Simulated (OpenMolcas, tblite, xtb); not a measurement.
## A ladder of methods for B2NH7 (mu-NH2-B2H5)

B2NH7 has 10 atoms, charge 0, and is taken as a singlet. Geometry: relaxed at GFN2-xTB.

```xyz
10

B     0.6100    0.7188   -0.4051
N    -0.6897    0.3836    0.3705
B    -0.0731   -1.0167    0.1170
H     0.9977   -0.5556   -0.5376
H     0.4115    1.1359   -1.4893
H     1.4206    1.2612    0.2563
H    -0.7396    0.6918    1.3307
H    -1.5621    0.5862   -0.0959
H     0.3175   -1.5378    1.0991
H    -0.6928   -1.6675   -0.6455
```

Quantity: the dipole moment, in D. The values are calculated.

| level | kind | program | value (D) | CPU time |
| --- | --- | --- | --- | --- |
| GFN1-xTB | semi-empirical | tblite | 3.02 | under 2 s |
| GFN2-xTB | semi-empirical | tblite | 2.75 | under 2 s |
| GFN0-xTB | semi-empirical | xtb | 2.95 | under 2 s |
| IPEA1-xTB | semi-empirical | tblite | 3.17 | under 2 s |
| HF/ANO-RCC-MB (DKH2) | Hartree–Fock | OpenMolcas | 3.46 | 2.6 s |
| HF/STO-3G | Hartree–Fock | OpenMolcas | 2.85 | 2.2 s |
| HF/3-21G | Hartree–Fock | OpenMolcas | 3.04 | 2.1 s |
| HF/def2-SVP | Hartree–Fock | OpenMolcas | 2.81 | 9.4 s |
| TPSS/cc-pVDZ | meta-GGA | OpenMolcas | 2.77 | 81 s |
| B3LYP/6-31G* (spherical functions) | global hybrid | OpenMolcas | 2.84 | 45 s |

The values span 2.75 to 3.46 D. Sets without polarisation functions give poor dipoles. Without the sets that lack polarisation functions the rows with a basis span only 2.77 to 2.84 D. CPU times are rough (shared hosts, several kinds of processor): they show what a rung costs within a factor of a few.
